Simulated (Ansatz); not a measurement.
Ansatz (a program for electronic structure) input (B3LYP-D3(BJ)/def2-TZVP):

Ansatz 0.2 input:
```yaml
crystal:
  periodic: [false, false, false]
  atoms:
    - {symbol: C, position_ang: [1.25811390, -0.39527654, -0.00165926]}
    - {symbol: C, position_ang: [0.11989565, 0.60015541, -0.00836938]}
    - {symbol: N, position_ang: [-1.22240368, -0.12486235, 0.00816391]}
    - {symbol: H, position_ang: [2.20053556, 0.15158906, -0.01375427]}
    - {symbol: H, position_ang: [1.24981792, -1.01581769, 0.89610031]}
    - {symbol: H, position_ang: [1.24027555, -1.03872164, -0.88300628]}
    - {symbol: H, position_ang: [0.11163414, 1.22156711, -0.90196144]}
    - {symbol: H, position_ang: [0.12113265, 1.24436577, 0.86896693]}
    - {symbol: H, position_ang: [-1.30874728, -0.71355094, 0.84090172]}
    - {symbol: H, position_ang: [-1.31759220, -0.73478083, -0.80816955]}
    - {symbol: H, position_ang: [-2.00828788, 0.53011236, 0.00394702]}
basis:
  gaussian:
    orbitals: def2-TZVP
hamiltonian:
  xc: b3lyp
  dispersion: d3bj
total_charge: 1
phonons: {temperatures: {t_min: 298.15, t_max: 298.15, t_step: 100}}
```

Output:

```
Functional definition: B3LYP
integrals: 0.04 GiB planned
867 factors; their error is unknown
mean field: 0.50 GiB planned
mean field evaluation 1: about -3672.8186 eV, gradient 9.0e1 eV
mean field evaluation 2: about -3662.7091 eV, gradient 1.1e2 eV
mean field evaluation 4: about -3689.6785 eV, gradient 4.2e0 eV
mean field evaluation 8: about -3689.7170 eV, gradient 6.6e-2 eV
mean field evaluation 16: about -3689.6900 eV, gradient 4.1e-5 eV
mean field -3689.68996360 eV, -135.5936052006 hartree, gradient 4.1e-5 eV, S^2 0.000000; 0 other end points of the search recorded, 0 dependent functions left out
the calculation of the forces begins
reference -3689.69017673 eV, -135.5936130331 hartree; 13, 13 occupied and 128, 128 virtual orbitals, 867 factors
these checks for a lower state are left out or cut short: stability, starts, cluster_reference, orbital_swaps, neighbouring_geometries, increment
integrals: 0.04 GiB planned
867 factors; their error is unknown
mean field: 0.49 GiB planned
mean field -3689.68979438 eV, -135.5935989820 hartree, gradient 1.7e-6 eV, S^2 0.000000; 0 other end points of the search recorded, 0 dependent functions left out
the calculation of the forces begins
reference -3689.69000757 eV, -135.5936068165 hartree; 13, 13 occupied and 128, 128 virtual orbitals, 867 factors
these checks for a lower state are left out or cut short: stability, starts, cluster_reference, orbital_swaps, neighbouring_geometries, increment
integrals: 0.04 GiB planned
867 factors; their error is unknown
mean field: 0.49 GiB planned
mean field evaluation 32: about -3689.6898 eV, gradient 1.7e-6 eV
mean field -3689.68980432 eV, -135.5935993471 hartree, gradient 1.7e-6 eV, S^2 0.000000; 0 other end points of the search recorded, 0 dependent functions left out
the calculation of the forces begins
reference -3689.69001740 eV, -135.5936071777 hartree; 13, 13 occupied and 128, 128 virtual orbitals, 867 factors
these checks for a lower state are left out or cut short: stability, starts, cluster_reference, orbital_swaps, neighbouring_geometries, increment
integrals: 0.04 GiB planned
867 factors; their error is unknown
mean field: 0.49 GiB planned
mean field -3689.68982457 eV, -135.5936000913 hartree, gradient 1.7e-6 eV, S^2 0.000000; 0 other end points of the search recorded, 0 dependent functions left out
the calculation of the forces begins
reference -3689.69003773 eV, -135.5936079249 hartree; 13, 13 occupied and 128, 128 virtual orbitals, 867 factors
these checks for a lower state are left out or cut short: stability, starts, cluster_reference, orbital_swaps, neighbouring_geometries, increment
integrals: 0.04 GiB planned
867 factors; their error is unknown
mean field: 0.49 GiB planned
mean field -3689.68977042 eV, -135.5935981014 hartree, gradient 1.7e-6 eV, S^2 0.000000; 0 other end points of the search recorded, 0 dependent functions left out
the calculation of the forces begins
reference -3689.68998353 eV, -135.5936059329 hartree; 13, 13 occupied and 128, 128 virtual orbitals, 867 factors
these checks for a lower state are left out or cut short: stability, starts, cluster_reference, orbital_swaps, neighbouring_geometries, increment
integrals: 0.04 GiB planned
867 factors; their error is unknown
mean field: 0.49 GiB planned
mean field -3689.68980241 eV, -135.5935992768 hartree, gradient 1.7e-6 eV, S^2 0.000000; 0 other end points of the search recorded, 0 dependent functions left out
the calculation of the forces begins
reference -3689.69001556 eV, -135.5936071100 hartree; 13, 13 occupied and 128, 128 virtual orbitals, 867 factors
these checks for a lower state are left out or cut short: stability, starts, cluster_reference, orbital_swaps, neighbouring_geometries, increment
integrals: 0.04 GiB planned
[...]
867 factors; their error is unknown
mean field: 0.49 GiB planned
mean field -3689.68994002 eV, -135.5936043341 hartree, gradient 1.7e-6 eV, S^2 0.000000; 0 other end points of the search recorded, 0 dependent functions left out
the calculation of the forces begins
reference -3689.69015315 eV, -135.5936121665 hartree; 13, 13 occupied and 128, 128 virtual orbitals, 867 factors
these checks for a lower state are left out or cut short: stability, starts, cluster_reference, orbital_swaps, neighbouring_geometries, increment
integrals: 0.04 GiB planned
867 factors; their error is unknown
mean field: 0.49 GiB planned
mean field -3689.68989903 eV, -135.5936028276 hartree, gradient 1.7e-6 eV, S^2 0.000000; 0 other end points of the search recorded, 0 dependent functions left out
the calculation of the forces begins
reference -3689.69011216 eV, -135.5936106603 hartree; 13, 13 occupied and 128, 128 virtual orbitals, 867 factors
these checks for a lower state are left out or cut short: stability, starts, cluster_reference, orbital_swaps, neighbouring_geometries, increment
integrals: 0.04 GiB planned
867 factors; their error is unknown
mean field: 0.49 GiB planned
mean field -3689.68987430 eV, -135.5936019188 hartree, gradient 1.7e-6 eV, S^2 0.000000; 0 other end points of the search recorded, 0 dependent functions left out
the calculation of the forces begins
reference -3689.69008742 eV, -135.5936097510 hartree; 13, 13 occupied and 128, 128 virtual orbitals, 867 factors
these checks for a lower state are left out or cut short: stability, starts, cluster_reference, orbital_swaps, neighbouring_geometries, increment
integrals: 0.04 GiB planned
867 factors; their error is unknown
mean field: 0.50 GiB planned
mean field -3689.68990061 eV, -135.5936028857 hartree, gradient 1.7e-6 eV, S^2 0.000000; 0 other end points of the search recorded, 0 dependent functions left out
the calculation of the forces begins
reference -3689.69011375 eV, -135.5936107185 hartree; 13, 13 occupied and 128, 128 virtual orbitals, 867 factors
these checks for a lower state are left out or cut short: stability, starts, cluster_reference, orbital_swaps, neighbouring_geometries, increment
integrals: 0.04 GiB planned
867 factors; their error is unknown
mean field: 0.49 GiB planned
mean field evaluation 224: about -3689.6895 eV, gradient 5.2e-1 eV
mean field -3689.68991979 eV, -135.5936035907 hartree, gradient 1.7e-6 eV, S^2 0.000000; 0 other end points of the search recorded, 0 dependent functions left out
the calculation of the forces begins
reference -3689.69013291 eV, -135.5936114227 hartree; 13, 13 occupied and 128, 128 virtual orbitals, 867 factors
these checks for a lower state are left out or cut short: stability, starts, cluster_reference, orbital_swaps, neighbouring_geometries, increment
integrals: 0.04 GiB planned
867 factors; their error is unknown
mean field: 0.49 GiB planned
mean field -3689.68997145 eV, -135.5936054893 hartree, gradient 1.7e-6 eV, S^2 0.000000; 0 other end points of the search recorded, 0 dependent functions left out
the calculation of the forces begins
reference -3689.69018460 eV, -135.5936133222 hartree; 13, 13 occupied and 128, 128 virtual orbitals, 867 factors
these checks for a lower state are left out or cut short: stability, starts, cluster_reference, orbital_swaps, neighbouring_geometries, increment
integrals: 0.04 GiB planned
867 factors; their error is unknown
mean field: 0.49 GiB planned
mean field -3689.68990021 eV, -135.5936028710 hartree, gradient 1.7e-6 eV, S^2 0.000000; 0 other end points of the search recorded, 0 dependent functions left out
the calculation of the forces begins
reference -3689.69011331 eV, -135.5936107023 hartree; 13, 13 occupied and 128, 128 virtual orbitals, 867 factors
these checks for a lower state are left out or cut short: stability, starts, cluster_reference, orbital_swaps, neighbouring_geometries, increment
integrals: 0.04 GiB planned
867 factors; their error is unknown
mean field: 0.49 GiB planned
mean field -3689.68992044 eV, -135.5936036146 hartree, gradient 1.7e-6 eV, S^2 0.000000; 0 other end points of the search recorded, 0 dependent functions left out
the calculation of the forces begins
reference -3689.69013361 eV, -135.5936114483 hartree; 13, 13 occupied and 128, 128 virtual orbitals, 867 factors
these checks for a lower state are left out or cut short: stability, starts, cluster_reference, orbital_swaps, neighbouring_geometries, increment
integrals: 0.04 GiB planned
867 factors; their error is unknown
mean field: 0.49 GiB planned
mean field evaluation 256: about -3689.6899 eV, gradient 1.7e-6 eV
mean field -3689.68988384 eV, -135.5936022694 hartree, gradient 1.7e-6 eV, S^2 0.000000; 0 other end points of the search recorded, 0 dependent functions left out
the calculation of the forces begins
reference -3689.69009700 eV, -135.5936101030 hartree; 13, 13 occupied and 128, 128 virtual orbitals, 867 factors
these checks for a lower state are left out or cut short: stability, starts, cluster_reference, orbital_swaps, neighbouring_geometries, increment
integrals: 0.04 GiB planned
867 factors; their error is unknown
mean field: 0.49 GiB planned
mean field -3689.68985934 eV, -135.5936013692 hartree, gradient 1.7e-6 eV, S^2 0.000000; 0 other end points of the search recorded, 0 dependent functions left out
the calculation of the forces begins
reference -3689.69007245 eV, -135.5936092006 hartree; 13, 13 occupied and 128, 128 virtual orbitals, 867 factors
these checks for a lower state are left out or cut short: stability, starts, cluster_reference, orbital_swaps, neighbouring_geometries, increment
integrals: 0.04 GiB planned
867 factors; their error is unknown
mean field: 0.49 GiB planned
mean field -3689.68990305 eV, -135.5936029756 hartree, gradient 1.7e-6 eV, S^2 0.000000; 0 other end points of the search recorded, 0 dependent functions left out
the calculation of the forces begins
reference -3689.69011620 eV, -135.5936108086 hartree; 13, 13 occupied and 128, 128 virtual orbitals, 867 factors
these checks for a lower state are left out or cut short: stability, starts, cluster_reference, orbital_swaps, neighbouring_geometries, increment
integrals: 0.04 GiB planned
867 factors; their error is unknown
mean field: 0.49 GiB planned
mean field -3689.68989405 eV, -135.5936026448 hartree, gradient 1.7e-6 eV, S^2 0.000000; 0 other end points of the search recorded, 0 dependent functions left out
the calculation of the forces begins
reference -3689.69010717 eV, -135.5936104769 hartree; 13, 13 occupied and 128, 128 virtual orbitals, 867 factors
these checks for a lower state are left out or cut short: stability, starts, cluster_reference, orbital_swaps, neighbouring_geometries, increment
integrals: 0.04 GiB planned
867 factors; their error is unknown
mean field: 0.49 GiB planned
mean field -3689.68989521 eV, -135.5936026875 hartree, gradient 1.7e-6 eV, S^2 0.000000; 0 other end points of the search recorded, 0 dependent functions left out
the calculation of the forces begins
reference -3689.69010833 eV, -135.5936105193 hartree; 13, 13 occupied and 128, 128 virtual orbitals, 867 factors
these checks for a lower state are left out or cut short: stability, starts, cluster_reference, orbital_swaps, neighbouring_geometries, increment
integrals: 0.04 GiB planned
867 factors; their error is unknown
mean field: 0.49 GiB planned
mean field evaluation 288: about -3689.7144 eV, gradient 2.6e-4 eV
mean field -3689.68993349 eV, -135.5936040941 hartree, gradient 1.7e-6 eV, S^2 0.000000; 0 other end points of the search recorded, 0 dependent functions left out
the calculation of the forces begins
reference -3689.69014664 eV, -135.5936119273 hartree; 13, 13 occupied and 128, 128 virtual orbitals, 867 factors
Total energy: -3689.96172942 eV, -135.6035924103 hartree
Atom 0 at     1.258114    -0.395277    -0.001659 Å, force     0.000426     0.000796    -0.000013 eV/Å
Atom 1 at     0.119896     0.600155    -0.008369 Å, force    -0.000128    -0.001887     0.000025 eV/Å
Atom 2 at    -1.222404    -0.124862     0.008164 Å, force     0.000944     0.001109    -0.000019 eV/Å
Atom 3 at     2.200536     0.151589    -0.013754 Å, force    -0.000069    -0.000182     0.000003 eV/Å
Atom 4 at     1.249818    -1.015818     0.896100 Å, force    -0.000090     0.000186     0.000351 eV/Å
Atom 5 at     1.240276    -1.038722    -0.883006 Å, force    -0.000093     0.000177    -0.000355 eV/Å
Atom 6 at     0.111634     1.221567    -0.901961 Å, force     0.000293     0.000300    -0.000748 eV/Å
Atom 7 at     0.121133     1.244366     0.868967 Å, force     0.000301     0.000320     0.000737 eV/Å
Atom 8 at    -1.308747    -0.713551     0.840902 Å, force    -0.000265    -0.000576     0.000567 eV/Å
Atom 9 at    -1.317592    -0.734781    -0.808170 Å, force    -0.000271    -0.000590    -0.000549 eV/Å
Atom 10 at    -2.008288     0.530112     0.003947 Å, force    -0.001048     0.000346     0.000001 eV/Å
Dipole moment:    -0.800518    -0.053467     0.004982 e Å
Vibrations: 214.52 263.16 376.87 795.55 817.72 939.82 943.91 1006.57 1192.78 1235.96 1354.13 1409.99 1434.48 1490.26 1492.66 1511.03 1512.51 1661.42 1666.27 3045.34 3092.87 3108.41 3128.40 3149.77 3387.03 3461.67 3467.63 cm⁻¹, zero-point energy 2.923591 eV
```

It need not be the lowest isomer of its formula.
